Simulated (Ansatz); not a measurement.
## Worked example: CH5N + C3H5O → CH4N + C3H6O

Species: CH5N (methylamine) `CN`, singlet; C3H5O `[CH2]OC=C`, doublet; CH4N `[CH2]N`, doublet; C3H6O (methoxyethene) `C=COC`, singlet. A radical takes H: the energy is the difference in strength between two C–H bonds in different surroundings.

Shapes, held fixed at every level: PBE0-D4/def2-TZVP. Flexible molecules stand in one conformer, not always the lowest. Programs: Ansatz 0.2.0. The zero-point and thermal change to 298 K, harmonic and unscaled (PBE0-D4/def2-TZVP), is +1.9 kJ/mol.

At CCSD(T)/CBS estimate; 1 Eh = 2625.50 kJ/mol:

```
species  energy (Eh)
   CH5N   -95.752808
  C3H5O  -192.228758
   CH4N   -95.092239
  C3H6O  -192.899865
```

Problem. Work out ΔH(298 K) of the reaction at this level.

Solution. 
1. Products less reactants: (-95.092239) + (-192.899865) − [(-95.752808) + (-192.228758)] = -0.010538 Eh = -27.7 kJ/mol.
2. With the thermal change: -27.7 + (+1.9) = -25.8 kJ/mol.

Other levels give -32.4 (MP2/def2-SVP) to -21.0 kJ/mol (HF/def2-SVP). No measured value is set beside it here. Spin contamination: C3H5O (⟨S²⟩ up to 0.78). Open shells run unrestricted. The CBS estimate extrapolates MP2 from def2-TZVPP and def2-QZVPP and adds CCSD(T) − MP2 in the triple-zeta set, cores frozen.
